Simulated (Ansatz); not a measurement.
A made-up structure of CH3Si2, doublet:

```xyz
6
angstrom
C -1.3291 -1.4996 -0.6808
Si -0.6873 -0.0033 -0.4453
Si 1.1619 0.7026 0.6630
H -1.9945 -2.2756 -1.0175
H 2.0719 1.4279 -0.2699
H -0.9626 1.3773 -0.6314
```

It is relaxed with PBE-D4/def2-SVP and then PBE0-D4/def2-TZVP (Ansatz 0.2.0). Atoms count as bonded within 1.22 times the sum of their covalent radii (H–H: 0.88 Å). The end point is not checked to be a true minimum.

Problem. Does its bonding change? (A judgement: the text doesn't fix the answer.)

Solution. By the calculation: No: no bond forms or breaks.

Where it ends: The first stage lowers the energy by 1.00 eV in 20 steps. It ends as CH₃Si₂ ([CH][SiH][SiH]):
C1  (-1.468, -1.231, -0.712)
Si2  (-0.558, 0.219, -0.584)
Si3  (1.506, 0.061, 0.448)
H4  (-1.695, -2.279, -0.594)
H5  (1.723, 1.559, 0.233)
H6  (-1.248, 1.400, -1.173)
(Å)

Labels in which every atom is bracketed show which atoms are joined, not bond orders.

For scale, one of the runs: PBE0-D4/def2-TZVP relaxation, 123 basis functions, launched by `ansatz run in.yaml --threads 2 --pin off --events-out ev --progress --plain --max-ram 4352MiB`. Hardware: 2 CPU threads of an Arm Neoverse V1, shared host. Wall time about 46 s.
